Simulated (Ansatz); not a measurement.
## Ansatz (development build ahead of 0.2.0) run

```yaml
crystal:
  periodic: [false, false, false]
  atoms:
    - { symbol: C, position_ang: [0.0, 0.0, -0.6608] }
    - { symbol: H, position_ang: [0.0, 0.0, 0.6608] }
basis:
  gaussian: { orbitals: cc-pVTZ }
magnetization:
  spin_polarized: true
  initial_magnetization: 1
hamiltonian:
  xc: hf
correlation:
  method: ccsd_t
  frozen_orbitals: { C: 1, H: 0 }
```

The input is written out in the form of the current development build from the run's settings.

The run gave:

```
Converged          : yes
Reference energy   : -38.26537 hartree
Correlation energy : -0.13096 hartree
Total energy       : -38.39633 hartree
```
